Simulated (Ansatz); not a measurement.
For rock-salt SnTe (cubic form, which distorts at low temperature), rVV10 in Ansatz (plane waves, PAW) gives:

| Item | Value |
|---|---|
| equilibrium lattice constant a | 6.466 Å |
| bulk modulus | 40.7 GPa |
| band gap | 0.12 eV |
| formation enthalpy | -0.326 eV/atom |

Task: What does LC-ωPBE in Ansatz (plane waves, PAW) give for the same quantities?

Result: 
- lattice constant a: 6.327 Å (drops by 2.1 %)
- bulk modulus: 50.0 GPa (rises by 23 %)
- band gap: 3.40 eV (rises by 3.28 eV)
- formation enthalpy: -0.327 eV/atom (moves by -0.001 eV/atom)

For comparison: lattice constant a 6.316 Å (measured, room temperature, not corrected to a static lattice; as tabulated in Maiti et al. (2022), arXiv:2109.01420); bulk modulus 37.8 GPa (measured, temperature not stated, not corrected to a static lattice; as tabulated in Toher et al. (2017), arXiv:1611.05714); band gap 0.3 eV (measured, 4 K, zero-point motion not removed, bulk gap, ARPES or transport; rounded; as tabulated in Ando (2013), arXiv:1304.5693); formation enthalpy -0.315 ± 0.004 eV/atom (measured, 298 K, copied from a table, unchecked, no zero-point or thermal correction; as tabulated in Wang et al. (2021), doi:10.1038/s41598-021-94550-5).

Changes are worked out from the printed values.

Unless a cell is named, each level is at its own relaxed cell (rVV10 33.79, LC-ωPBE 31.66 Å³/atom).

Levels without +SOC leave out spin–orbit coupling, which shifts energies and cells of such heavy elements.

Spin–orbit coupling is included only where a level's name says +SOC; with heavier elements it mostly lowers gaps and can invert bands. Density-functional gaps are differences of (generalised) Kohn–Sham levels.

Caveats: symmetry holds this phase in the static calculation, where it need not be a minimum (rVV10, LC-ωPBE). Ansatz's density-functional and Hartree–Fock values are scalar-relativistic unless marked +SOC, with PAW data made under PBE.

Ansatz is a quantum-chemistry and plane-wave program.
